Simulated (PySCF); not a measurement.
## LiN⁻: from constants to spectrum

UHF-CCSD(T) constants of LiN⁻, ⁴Σ⁻ (quartet), unpaired electrons σ ↑, π ↑↑ (Li aug-cc-pVDZ, N aug-cc-pVDZ; no relativity (PySCF 2.14); masses 7.0160 and 14.0031 u):

| Item | Value |
| --- | --- |
| ωe | 552.0 cm⁻¹ |
| ωexe | 7.8 cm⁻¹ |
| Be | 0.96381 cm⁻¹ |
| αe | 0.0235 cm⁻¹ |
| De to Li⁻ + N | 1.21 eV |

Q: What force constant and bond length do these constants imply?

A: Reduced mass μred = 4.6741 u; k = 5.8918×10⁻⁷·μred·ωe² (u, cm⁻¹, mdyn/Å) = 0.839 mdyn/Å; Re = √(16.8576/(μred·Be)) (u, cm⁻¹, Å) = 1.934 Å.

Q: Estimate the centrifugal constant D from the Kratzer relation and find the Dunham coefficient a1.

A: D = 4Be³/ωe² = 1.18e-05 cm⁻¹; a1 = −1 − αeωe/(6Be²) = -3.33.

Correlated steps freeze 1 core orbital. Correlated levels converge slowly with the basis: in double zeta they bind strong bonds too weakly, by up to about 1 eV, and carry superposition errors of some tenths. For an ion De counts to the pair picked by the measured ionisation energies or electron affinities, which need not be the lowest pair at this level. The state is the lowest determinant that a PBE0 search found; another state may lie lower at other levels.
